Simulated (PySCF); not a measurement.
Two-dimensional NMR puzzle

Compound of formula C4H7F. Correlations simulated from computed shifts and couplings:

HSQC (one-bond C–H):
```csv
δH,δC,"¹J(C,H) (Hz)"
6.05,131.5,161
5.46,133.8,159
4.94,83.5,153
1.85,21.0,133
```

COSY cross peaks (|J| ≥ 2 Hz):
```csv
δH,δH,abs. J (Hz),bonds
6.05,5.46,16.2,3
6.05,4.94,3.4,4
6.05,1.85,7.9,3
5.46,4.94,2.7,3
5.46,1.85,2.3,4
4.94,1.85,3.4,5
```

HMBC (two and three bonds, |J| ≥ 2.5 Hz):
```csv
δH,δC [abs. J in Hz]
6.05,"83.5 [6.6], 21.0 [5.9]"
5.46,"83.5 [15.0], 21.0 [7.8]"
4.94,"133.8 [5.0], 131.5 [5.6]"
1.85,"133.8 [7.4], 131.5 [6.6]"
```

How the numbers were obtained: J: B3LYP/pcJ-1 (spin–dipole term only in couplings to heteroatoms), structure optimised with PBE0-D3(BJ)/def2-SVP, shielding tensors at PBE0/pcSseg-1 (GIAO), in PySCF (fast rotation and ring inversion assumed for equivalent nuclei, relativity neglected, a single conformation, in vacuum).

Referencing at the same level of theory: ¹H (σ = 31.27 ppm), ¹³C (σ = 184.41 ppm) vs TMS.

Exchangeable hydrogens are left out of these lists, and C,H couplings along chains are those of one rotamer, so weak HMBC peaks may be missing or extra.

Q: Which molecule is this?

A: SMILES C/C=C/CF.

Atoms are numbered as in `[CH3:1]/[CH:2]=[CH:3]/[CH2:4][F:5]` (H(Xn): hydrogen on atom n).

δC 133.8 is C3, an alkene CH (δH 5.46). δC 131.5 is C2, an alkene CH (δH 6.05). δC 83.5 is C4, an allylic sp3 CH2 bonded to F (δH 4.94). δC 21.0 is C1, an allylic methyl carbon (δH 1.85). COSY links 6.05–5.46, 6.05–4.94, 6.05–1.85, 5.46–4.94, 5.46–1.85, 4.94–1.85.

Common functionals overestimate the size of one-bond C–F couplings by tens of Hz; these are unscaled. Unscaled 3J(H,H) at this level run about 10 % above measured values. Shifts are as computed. Against solution values, carbons near 30 ppm lie about +2 ppm off and those near 130 ppm about +5 ppm. Of 1211 compounds with measured shifts, 218 miss one by over three times the rms of a fit or turn the order of signals round; such compounds aren't used in these exercises. Couplings across =CH–CH2 type bonds come from one rotamer and its mirror image, and can be 1–2 Hz further off. Only one conformer was computed, so three-bond couplings in flexible chains and rings are approximate.
